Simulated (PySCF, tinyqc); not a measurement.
Orbital energy against energy difference: ionisation energy by orbital energies and by energy differences in the cc-pvdz basis, for BH, spin multiplicity 1. Computed by the program tinyqc with PySCF. The cation is unrestricted; errors are against CCSD(T) in this basis, not against experiment.

Geometry (angstrom):
```
atom       x       y       z
B     0.0000  0.0000  0.0000
H     0.0000  0.0000  1.1770
```

CCSD(T) difference in the same basis = 9.5705 eV

IP-EOM-CCSD = 9.5976 eV

First vertical ionisation energy (eV):
```
method     -e(HOMO)  E(cation) - E  error of -e(HOMO)  error of the difference
HF            9.334        8.37558             -0.237                   -1.195
LDA           5.246        9.60278             -4.324                    0.032
PBE           5.275        9.51753             -4.296                   -0.053
PBE0          6.480        9.47236             -3.091                   -0.098
CAM-B3LYP     7.878        9.62111             -1.693                    0.051
LC-wPBE       9.305        9.53712             -0.265                   -0.033
```

Estimate the missing row, method = B3LYP.

Computed row:
```
method  -e(HOMO)  E(cation) - E  error of -e(HOMO)  error of the difference
B3LYP      6.296        9.64635             -3.275                    0.076
```

Koopmans errs by -0.24 eV and Delta-HF by -1.19 eV: relaxation, 0.96 eV, lowers the value and the missing correlation difference works against it. The PBE level is off by -4.3 eV through the wrong tail of its potential, though its energy difference is off by -0.05 eV; exact exchange deepens the level, and among the orbital energies HF comes closest; among the differences LDA does. The restricted reference is unstable here: a spin-polarised solution lies 0.0067 hartree lower (PySCF), so results built on it describe a poor reference.
